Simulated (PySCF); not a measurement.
**S, S⁺: ionisation energy in cc-pV(T+d)Z**

Aim: the ionisation energy of sulfur from differences of total energies, at each level of theory, and how far each lands from the tabulated value where there is one.

Method: unrestricted determinants in a Gaussian basis, no spin-orbit coupling in the energies. Code: PySCF 2.14.0.

6 further runs of the same task are left out: 6 that didn't finish.

## Step 1: What is computed

* Element: sulfur (Z = 16)
* Basis: cc-pV(T+d)Z
* Hamiltonian: no relativity, point nucleus
* State 1: S: [Ne] 3s2 3p4, high-spin 3P determinant
* State 2: S⁺: [Ne] 3s2 3p3, high-spin 4S determinant
* Methods: UHF, MN15, PBE, MP2, CCSD(T)
* Core shells frozen in the correlated runs: valence: [Ne] (for S)

The outer shells:

S [Ne] 3s2 3p4
```
[Ne] core
3s [↑↓]
3p [↑↓][↑ ][↑ ]
```

S+ [Ne] 3s2 3p3
```
[Ne] core
3s [↑↓]
3p [↑ ][↑ ][↑ ]
```

One driver process ran all states and methods and kept the integrals in memory. Each run is shown as a PySCF script that sums up its settings (the driver passes frozen orbitals as a list and adds second-order terms of double hybrids); the logs are those of the runs themselves. The driver starts from symmetry-adapted Hartree-Fock orbitals, holds the occupation by maximum overlap and uses a logarithmic radial grid for functionals, so a plain start would take other cycles.

It was started by

```
$ OMP_NUM_THREADS=1 python atomrun2.py TASK.json OUT
```

The integrals over 39 functions and the set-up took 0.07 s of CPU time.

## Step 2: S, method by method

Level: UHF.

Contents of input.py:

```python
from pyscf import gto, scf, dft, mp, cc
import basis_set_exchange as bse
mol = gto.M(atom="S 0 0 0", charge=0, spin=2, symmetry="D2h",
            basis=gto.basis.parse(bse.get_basis("cc-pV(T+d)Z", elements=["S"], fmt="nwchem", header=False)))
mf = scf.UHF(mol)
mf.irrep_nelec = {'Ag': (3, 3), 'B1u': (2, 1), 'B2u': (2, 2), 'B3u': (2, 1)}
mf.kernel()
```

Level: MN15.

Changes to input.py:

```diff
@@ -4,3 +4,3 @@
             basis=gto.basis.parse(bse.get_basis("cc-pV(T+d)Z", elements=["S"], fmt="nwchem", header=False)))
-mf = scf.UHF(mol)
+mf = dft.UKS(mol, xc="MN15")
 mf.irrep_nelec = {'Ag': (3, 3), 'B1u': (2, 1), 'B2u': (2, 2), 'B3u': (2, 1)}
```

Level: PBE.

Changes to input.py:

```diff
@@ -4,3 +4,3 @@
             basis=gto.basis.parse(bse.get_basis("cc-pV(T+d)Z", elements=["S"], fmt="nwchem", header=False)))
-mf = dft.UKS(mol, xc="MN15")
+mf = dft.UKS(mol, xc="PBE")
 mf.irrep_nelec = {'Ag': (3, 3), 'B1u': (2, 1), 'B2u': (2, 2), 'B3u': (2, 1)}
```

Level: MP2 (valence).

Changes to input.py:

```diff
@@ -4,4 +4,5 @@
             basis=gto.basis.parse(bse.get_basis("cc-pV(T+d)Z", elements=["S"], fmt="nwchem", header=False)))
-mf = dft.UKS(mol, xc="PBE")
+mf = scf.UHF(mol)
 mf.irrep_nelec = {'Ag': (3, 3), 'B1u': (2, 1), 'B2u': (2, 2), 'B3u': (2, 1)}
 mf.kernel()
+mp.UMP2(mf, frozen=5).kernel()
```

Level: CCSD(T) (valence).

Changes to input.py:

```diff
@@ -7,2 +7,3 @@
 mf.kernel()
-mp.UMP2(mf, frozen=5).kernel()
+mycc = cc.CCSD(mf, frozen=5).run()
+mycc.ccsd_t()
```

## Step 3: S⁺

Level: UHF.

Contents of input.py:

```python
from pyscf import gto, scf, dft, mp, cc
import basis_set_exchange as bse
mol = gto.M(atom="S 0 0 0", charge=1, spin=3, symmetry="D2h",
            basis=gto.basis.parse(bse.get_basis("cc-pV(T+d)Z", elements=["S"], fmt="nwchem", header=False)))
mf = scf.UHF(mol)
mf.irrep_nelec = {'Ag': (3, 3), 'B1u': (2, 1), 'B2u': (2, 1), 'B3u': (2, 1)}
mf.kernel()
```

Level: MN15.

Changes to input.py:

```diff
@@ -4,3 +4,3 @@
             basis=gto.basis.parse(bse.get_basis("cc-pV(T+d)Z", elements=["S"], fmt="nwchem", header=False)))
-mf = scf.UHF(mol)
+mf = dft.UKS(mol, xc="MN15")
 mf.irrep_nelec = {'Ag': (3, 3), 'B1u': (2, 1), 'B2u': (2, 1), 'B3u': (2, 1)}
```

Level: PBE.

Changes to input.py:

```diff
@@ -4,3 +4,3 @@
             basis=gto.basis.parse(bse.get_basis("cc-pV(T+d)Z", elements=["S"], fmt="nwchem", header=False)))
-mf = dft.UKS(mol, xc="MN15")
+mf = dft.UKS(mol, xc="PBE")
 mf.irrep_nelec = {'Ag': (3, 3), 'B1u': (2, 1), 'B2u': (2, 1), 'B3u': (2, 1)}
```

Level: MP2 (valence).

Changes to input.py:

```diff
@@ -4,4 +4,5 @@
             basis=gto.basis.parse(bse.get_basis("cc-pV(T+d)Z", elements=["S"], fmt="nwchem", header=False)))
-mf = dft.UKS(mol, xc="PBE")
+mf = scf.UHF(mol)
 mf.irrep_nelec = {'Ag': (3, 3), 'B1u': (2, 1), 'B2u': (2, 1), 'B3u': (2, 1)}
 mf.kernel()
+mp.UMP2(mf, frozen=5).kernel()
```

Level: CCSD(T) (valence).

Changes to input.py:

```diff
@@ -7,2 +7,3 @@
 mf.kernel()
-mp.UMP2(mf, frozen=5).kernel()
+mycc = cc.CCSD(mf, frozen=5).run()
+mycc.ccsd_t()
```

**Question.** What will these runs give?

**Answer**, as computed:

```
            quantity                                                     value
ionisation energy, S  UHF 9.235, CCSD(T) (valence) 10.096 eV; reference 10.336
```

Accuracy against cost (mean over 1 difference):

| method | mean absolute miss against the measured value (with the measured fine structure taken into account where it is known) (eV) | CPU time, both states (s) |
| --- | --- | --- |
| UHF | 1.101 | 0.22 |
| MN15 | 0.024 | 0.94 |
| PBE | 0.083 | 0.41 |
| MP2 (valence) | 0.375 | 0.25 |
| SCS-MP2 (valence) | 0.298 | 0.25 |
| CCSD (valence) | 0.271 |  |
| CCSD(T) (valence) | 0.239 | 1.3 |

Against experiment MN15 comes closest (off by 0.02 eV) and UHF is farthest (1.10 eV). Hartree-Fock falls short because the species with more electrons holds more correlation energy, which it lacks. PBE is off by +0.08 eV. The basis is finite, and no extrapolation was made. The dearest level timed, CCSD(T) (valence), costs 5.8 times the cheapest, UHF, and differs from the measured value (with the measured fine structure taken into account where it is known) by 0.24 against 1.10 eV.
